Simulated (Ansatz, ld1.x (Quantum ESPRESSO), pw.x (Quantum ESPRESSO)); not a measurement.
## palladium (Pd): one change to the PAW potential, in the atom and in the fcc crystal

```
Element                 : Pd (Z = 46)
Generator               : ld1.x (Quantum ESPRESSO) 7.5
Type                    : PAW
Functional              : PBE
Relativity              : scalar-relativistic
Frozen core             : [Kr]
Valence charge          : 10
Reference configuration : 4d9 5s0 5p0 (charge +1)
Partial waves           : 5s (bound, empty): rcut 1.45, rcutus 2.05 bohr; 5s channel at 4.3 Ry: rcut 1.45, rcutus 2.05 bohr; 5p (bound, empty): rcut 2.75, rcutus 3.30 bohr; 5p channel at 1.6 Ry: rcut 2.75, rcutus 3.30 bohr; 4d (bound): rcut 1.60, rcutus 1.80 bohr; 4d channel at 4 Ry: rcut 1.60, rcutus 1.80 bohr
Local potential         : all-electron potential smoothed inside 2.95 bohr (lloc = -2)
Core correction         : Bessel-smoothed model core inside 1.35 bohr
Augmentation charge     : PSQ, inside the norm-conserving radii
```

Change: waves 4d (bound): rcut 1.52, rcutus 1.62 bohr; 4d channel at 4 Ry: rcut 1.52, rcutus 1.62 bohr.

Cutoffs, loose and tight: the cutoffs (Ry, on a coarse ladder) from which the occupation-weighted sum of valence levels, in a spherical-Bessel basis at the reference potential, stays within 10 and 1 mRy of its value at 400 Ry. They do not see the model core or the augmentation charge, which bear on the density cutoff. Test errors are all-electron minus pseudo excitation energies from the reference, over the configurations 4d10 5s0 5p0; 4d8 5s0 5p0; 4d7 5s0 5p0; 4d9 5s0 5p1; 4d6 5s0 5p0; 4d9.5 5s0 5p0; 4d9 5s1 5p0; variants that change the core or the reference have their own tests.

Crystal test: fcc Pd in pw.x 7.5, no spin, 14³ k-points, Fermi–Dirac smearing 0.01 Ry, cutoffs set for each file from its atomic test. The reference is all-electron LAPW (Ansatz 0.2.0) with the same functional, mesh and smearing; V0 and B0 come from Birch–Murnaghan fits to the pressures at five volumes. Errors are pseudo minus all-electron; Δ is the rms difference of the E(V) curves that follow from these fits, minima aligned, over ±6 % about the mean V0. Mesh and smearing are coarse, so the numbers serve the comparison and aren't converged zero-temperature values; the lattice is a test structure that the element need not adopt.

All-electron: a0 = 3.948 Å (V0 = 15.38 Å³/atom), B0 = 165.5 GPa.

Question: Does the change bring the crystal closer to the all-electron result?

Answer: The mean pressure error goes from +11.20 to +8.83 GPa, so the change moves the solid closer to the all-electron pressures.

| quantity | base | changed |
| --- | --- | --- |
| outcome (atom) | generated | generated |
| cutoff, loose (atom) | 35 Ry | 45 Ry |
| cutoff, tight (atom) | 55 Ry | 70 Ry |
| bound ghosts (atom) | none | none |
| largest test error (meV) (atom) | -423 over the solved tests; 2 of 7 tests not solved or not reliable | -1145 over the solved tests; 2 of 7 tests not solved or not reliable |
| cutoffs in pw.x (Ry) | 70/560 | 85/680 |
| a0 (Å) | – | 4.011 |
| a0 error (%) | – | +1.60 |
| B0 error (%) | – | -3.0 |
| Δ (meV/atom) | – | 27.1 |
| mean pressure error (GPa) | +11.20 | +8.83 |

A dash: not determined, or the minimum lies outside the volumes sampled.

Base: The largest radius (3.30 bohr) exceeds half the bond length (2.64 bohr), so the spheres overlap, which is one possible source of error among others. This is a poor potential for the solid. Atomic configuration tests: 2 of 7 tests not solved or not reliable. The logarithmic derivative shows an extra or strongly shifted pseudo pole above the reference energy (s near 0.68 Ry). Changed file: The largest radius (3.30 bohr) exceeds half the bond length (2.64 bohr), so the spheres overlap, which is one possible source of error among others. This is a poor potential for the solid. Atomic configuration tests: 2 of 7 tests not solved or not reliable. The logarithmic derivative shows an extra or strongly shifted pseudo pole above the reference energy (s near 0.68 Ry). The atomic cutoffs weigh occupied waves only.
